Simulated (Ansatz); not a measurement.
Geometry optimisation, Ansatz 0.2.0, RKS r2SCAN/6-31G*.

Input:

```yaml
crystal:
  periodic: [false, false, false]
  atoms:
    - { symbol: Al, position_ang: [0.019507, -0.196622, -0.061734] }
    - { symbol: H, position_ang: [-0.003, -0.206659, 1.515474] }
    - { symbol: C, position_ang: [1.719593, -0.117893, -1.0218] }
    - { symbol: H, position_ang: [2.121215, -1.108914, -1.274832] }
    - { symbol: H, position_ang: [1.605918, 0.428527, -1.967133] }
    - { symbol: H, position_ang: [2.485627, 0.393413, -0.425482] }
    - { symbol: H, position_ang: [-1.395991, -0.294132, -0.792389] }
    - { symbol: F, position_ang: [0.017792, 2.3687, 1.238358] }
    - { symbol: H, position_ang: [0.002039, 1.631681, 1.815737] }
basis:
  gaussian: { orbitals: "6-31G*" }
hamiltonian:
  xc: r2scan
relax:
  f_tol: 0.03
  max_steps: 50
output:
  orbitals: {}
```

Run as:

```bash
$ ansatz run input.yaml --threads 1 --pin off --max-ram 2048MiB --backend cpu --events-out ev --progress --plain --runs-dir out
```

Q: Where does it end, and by what steps?

A: The run converged. The force dipped under the threshold on the way, but the program's further checks kept it going. After 33 steps the energy has fallen by 1.915 eV; H9 moved furthest, 1.21 Å. Parted: Al1–H2 (1.58 → 2.69 Å), F8–H9 (0.94 → 2.68 Å). Joined: Al1–F8 (2.88 → 1.66 Å), H2–H9 (1.86 → 0.74 Å).

```
step  energy less start (eV)  largest force component (eV/Å)  accepted
   0                  0.0000                           0.513       yes
   2                 -0.2841                           1.122       yes
   4                 -0.3957                           0.133       yes
   6                 -0.4009                           0.092       yes
   8                 -0.4294                           0.365       yes
  10                 -0.6013                           1.558       yes
  12                 -1.5963                           1.675       yes
  14                 -1.8052                           1.430       yes
  16                 -1.7364                           2.046        no
  18                 -1.9093                           0.129       yes
  20                 -1.9120                           0.026       yes
  22                 -1.9128                           0.051       yes
  24                 -1.9133                           0.071       yes
  26                 -1.9140                           0.026       yes
  28                 -1.9143                           0.051       yes
  30                 -1.9147                           0.040       yes
  32                 -1.9151                           0.047       yes
  33                 -1.9154                           0.018       yes
```

```xyz
9
Properties=species:S:1:pos:R:3
Al -0.079 0.695 -0.450
H 0.316 -0.243 2.039
C 1.688 0.063 -0.969
H 1.768 -1.029 -0.882
H 1.905 0.310 -2.019
H 2.488 0.511 -0.367
H -1.431 -0.119 -0.634
F -0.242 2.233 0.162
H 0.160 0.477 2.147
```

Whether the end is a true minimum wasn't checked by a vibrational analysis.

Run time: 2.3 min on 1 thread of Arm Neoverse V1, with other jobs on the host, peak memory 0.14 GiB.
